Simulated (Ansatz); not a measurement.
**CH4AlN: basis-set convergence**

One table from this session's results is given with a row withheld; the runs are named, their logs left out.

Computed with Ansatz 0.2.0, Gaussian basis. Level: one geometry, several basis sets.

Plan: PBE0-D4/def2-SVP; ωB97M-V/def2-SVP; PBE0-D4/def2-QZVPP; ωB97M-V/def2-QZVPP; the functionals' def2-TZVPP values are taken from earlier runs.

## The geometry

All runs share one geometry, relaxed beforehand with PBE0-D4 in a triple-zeta def2 set.

SMILES `N=[CH][AlH2]`, 7 atoms, charge 0, spin multiplicity 1.

Atoms are counted from 1 here; the program's logs count them from 0.

Bond lengths: N1–C2 1.277 Å, N1–H4 1.025 Å, C2–Al3 1.979 Å, C2–H5 1.104 Å, Al3–H6 1.580 Å, Al3–H7 1.590 Å. Angles: C2–N1–H4 112.2°, N1–C2–Al3 115.2°, N1–C2–H5 120.5°, Al3–C2–H5 124.3°, C2–Al3–H6 118.7°, C2–Al3–H7 119.4°, H6–Al3–H7 121.9°.

As a file:

```xyz
7
charge 0, multiplicity 1
N    -1.40228   -0.66323    0.03387
C    -0.38116   -0.18579   -0.56615
Al    1.05934    0.47659    0.61835
H    -2.11583   -0.99664   -0.62259
H    -0.33849   -0.16464   -1.66871
H     0.84317    0.41661    2.18276
H     2.39645    1.04921   -0.02323
```

The first run:

Input file in.yaml:

```yaml
crystal:
  periodic: [false, false, false]
  atoms:
    - {symbol: N, position_ang: [-1.402284, -0.663234, 0.033868]}
    - {symbol: C, position_ang: [-0.381156, -0.185792, -0.566146]}
    - {symbol: Al, position_ang: [1.059337, 0.476595, 0.618354]}
    - {symbol: H, position_ang: [-2.115828, -0.996643, -0.622591]}
    - {symbol: H, position_ang: [-0.338488, -0.164643, -1.668707]}
    - {symbol: H, position_ang: [0.843168, 0.416611, 2.182756]}
    - {symbol: H, position_ang: [2.396452, 1.049206, -0.023235]}
basis:
  gaussian: {orbitals: def2-SVP}
hamiltonian: {xc: pbe0, dispersion: d4}
output: {orbitals: {seedname: orbitals}}
```

Started as:

```console
$ ansatz run in.yaml --threads 2 --pin off --events-out ev --progress --plain --max-ram 4352MiB
```

Steps of the session up to this table: PBE0-D4 in def2-SVP; ωB97M-V in def2-SVP; PBE0-D4 in def2-QZVPP; ωB97M-V in def2-QZVPP.

One table of the session follows, with a row left open; its other results are not shown here.

It belongs to the step «Functionals by basis». 

| functional | basis | HOMO (eV) | LUMO (eV) |
| --- | --- | --- | --- |
| PBE0-D4 | def2-SVP | -6.82 | -1.92 |
| PBE0-D4 | def2-TZVPP | -6.99 | -2.03 |
| PBE0-D4 | def2-QZVPP | -7.02 | -2.06 |
| ωB97M-V | def2-SVP | ? | ? |
| ωB97M-V | def2-TZVPP | -9.28 | -0.24 |
| ωB97M-V | def2-QZVPP | -9.31 | -0.36 |

Estimate the missing values for ωB97M-V, def2-SVP.

**Answer.** HOMO (eV): -9.08; LUMO (eV): -0.08. In the column «HOMO (eV)» it lies between ωB97M-V, def2-TZVPP (-9.28) and PBE0-D4, def2-QZVPP (-7.02).
